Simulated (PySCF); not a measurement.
## Argon: a sound run and one with changed settings

Sound run: Ar [Ar], Ar⁺ [Ne] 3s2 3p5. All numbers are calculated (PySCF 2.14, scalar relativity by spin-free X2C-1e, in cc-pVTZ-DK (5s4p2d1f, 34 functions)). In the sound run the correlated levels freeze [Ne]. The sound run starts from symmetry-adapted Hartree-Fock orbitals and uses a fine grid where one is needed.

Changed run: a valence shell is frozen. This setting is unsound on purpose.

```csv
species,method,sound run (hartree),changed run (hartree),converged
Ar,MP2,-528.82753,-528.77231,yes
Ar,CCSD(T),-528.85147,-528.78421,yes
Ar⁺,MP2,-528.25189,-528.19066,yes
Ar⁺,CCSD(T),-528.28081,-528.20412,yes
```

Ionisation energy of Ar:

```json
{"method": "UHF", "sound run (eV)": "14.556", "changed run (eV)": "14.556"}
{"method": "MP2", "sound run (eV)": "15.664", "changed run (eV)": "15.828"}
{"method": "SCS-MP2", "sound run (eV)": "15.561", "changed run (eV)": "15.764"}
{"method": "CCSD", "sound run (eV)": "15.488", "changed run (eV)": "15.725"}
{"method": "CCSD(T)", "sound run (eV)": "15.528", "changed run (eV)": "15.785"}
```

Freezing a valence shell removes pair correlation that changes on ionisation.

For comparison, NIST gives 15.760 eV between the lowest levels.
